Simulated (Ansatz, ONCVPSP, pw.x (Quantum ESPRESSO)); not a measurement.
# pw.x on bcc Re: one setting changed

Potential: optimised norm-conserving Vanderbilt (ONCV), ONCVPSP 4.0.1.1 (patched build), PBEsol; core [Kr] 4d10 4f14, reference 5s2 5p6 5d5 6s1.75 6p0.25; waves: 5s+6s: rc 1.50 bohr, ncon 4, nbas 7, qcut 8.6 1/bohr, 2 projectors; 5p+6p: rc 1.75 bohr, ncon 4, nbas 7, qcut 9.5 1/bohr, 3 projectors, debl 3.9 Ha; 5d: rc 1.50 bohr, ncon 4, nbas 9, qcut 6.3 1/bohr, local; local part: the d channel; core correction: none.

The reference run (k-mesh 15³, cutoffs 75/300 Ry, Fermi–Dirac 0.01 Ry, mixing_beta 0.4, conv_thr 1e-9, no spin) gives -2.52 GPa at 14.678 Å³/atom, where all-electron LAPW gives 0.85 GPa. This run, with its own iteration cap, changes k-mesh shift to 1.

```
&control
  calculation='scf', prefix='x', pseudo_dir='./', outdir='./tmp', tstress=.true., disk_io='none'
/
&system
  ibrav=0, nat=1, ntyp=1, ecutwfc=75, ecutrho=300, nbnd=15,
  occupations='smearing', smearing='fd', degauss=0.01
/
&electrons
  conv_thr=1e-09, mixing_beta=0.4, electron_maxstep=60
/
ATOMIC_SPECIES
Re 1.0 Re.UPF
CELL_PARAMETERS angstrom
  -1.54241875 1.54241875 1.54241875
  1.54241875 -1.54241875 1.54241875
  1.54241875 1.54241875 -1.54241875
ATOMIC_POSITIONS crystal
Re 0.0000 0.0000 0.0000
K_POINTS automatic
15 15 15 1 1 1
```

```bash
pw.x < Re.scf.in > Re.scf.out
```

Q: How does the run end?

A: It converges in 7 iterations; the free energy moves by -16.3 meV/atom and the pressure by -0.44 GPa.

```
Message from routine setup:
     using ibrav=0 with symmetry is DISCOURAGED, use correct ibrav instead
     lattice parameter (alat)  =       5.0485  a.u.
     unit-cell volume          =      99.0521 (a.u.)^3
     number of electrons       =        15.00
     number of Kohn-Sham states=           15
     kinetic-energy cutoff     =      75.0000  Ry
     charge density cutoff     =     300.0000  Ry
     scf convergence threshold =      1.0E-09
     Exchange-correlation= PBESOL
     number of k points=   120  Fermi-Dirac smearing, width (Ry)=  0.0100
     iteration #  1     ecut=    75.00 Ry     beta= 0.40
     total energy              =    -159.07303936 Ry
     estimated scf accuracy    <       0.05191224 Ry
     iteration #  2     ecut=    75.00 Ry     beta= 0.40
     total energy              =    -159.07461112 Ry
     estimated scf accuracy    <       0.00655367 Ry
     iteration #  3     ecut=    75.00 Ry     beta= 0.40
     total energy              =    -159.07542848 Ry
     estimated scf accuracy    <       0.00044286 Ry
     iteration #  4     ecut=    75.00 Ry     beta= 0.40
     total energy              =    -159.07544520 Ry
     estimated scf accuracy    <       0.00000843 Ry
     iteration #  5     ecut=    75.00 Ry     beta= 0.40
     total energy              =    -159.07544727 Ry
     estimated scf accuracy    <       0.00000010 Ry
     iteration #  6     ecut=    75.00 Ry     beta= 0.40
     total energy              =    -159.07544729 Ry
     estimated scf accuracy    <          7.3E-09 Ry
     iteration #  7     ecut=    75.00 Ry     beta= 0.40
     the Fermi energy is    24.9821 ev
!    total energy              =    -159.07544729 Ry
     estimated scf accuracy    <          2.3E-10 Ry
     smearing contrib. (-TS)   =      -0.00385540 Ry
     The total energy is F=E-TS. E is the sum of the following terms:
     one-electron contribution =     -20.25862317 Ry
     hartree contribution      =      18.71090297 Ry
     xc contribution           =     -17.06108670 Ry
     ewald contribution        =    -140.46278499 Ry
     convergence has been achieved in   7 iterations
          total   stress  (Ry/bohr**3)                   (kbar)     P=      -29.53
     Message from routine punch:
     Nothing written, as per user request (disk_io='none')
```

The run took about 37 s on one core of a shared host (Neoverse-N1, 64 threads, 124 GiB, load 51).
